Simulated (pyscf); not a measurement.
Thermochemistry of product channels of H₃C–In(OH)–OH + H atom (H•) on the doublet surface, in eV, from ωB97M-D3(BJ)/def2-TZVP energies (ideal gas, 1 atm, RRHO with modes under 100 cm⁻¹ raised to 100, one conformer, R ln 2 for chiral ones without a mode under 150 cm⁻¹). Structures and frequencies: ωB97X-D3(BJ)/def2-SVP in PySCF.

```json
[
 {"products": "methane (CH₄) + [HO–In–OH]•", "ΔE": "…", "ΔH(298 K)": "-1.81", "ΔG(298 K)": "-1.90", "ΔG(900 K)": "-1.99"},
 {"products": "H₃C–In(O•)–OH + hydrogen (H₂)", "ΔE": "…", "ΔH(298 K)": "+0.47", "ΔG(298 K)": "+0.42", "ΔG(900 K)": "+0.34"},
 {"products": "[H₃C–O–In–OH]• + hydrogen (H₂)", "ΔE": "…", "ΔH(298 K)": "-0.61", "ΔG(298 K)": "-0.65", "ΔG(900 K)": "-0.69"}
]
```

Question: Some entries are withheld; supply them.

Answer: 
- methane (CH₄) + [HO–In–OH]•, ΔE: -2.00
- H₃C–In(O•)–OH + hydrogen (H₂), ΔE: +0.49
- [H₃C–O–In–OH]• + hydrogen (H₂), ΔE: -0.66

These are energies of the channels, which say nothing of barriers. Elements past Kr carry the def2 core potentials, without spin-orbit coupling.
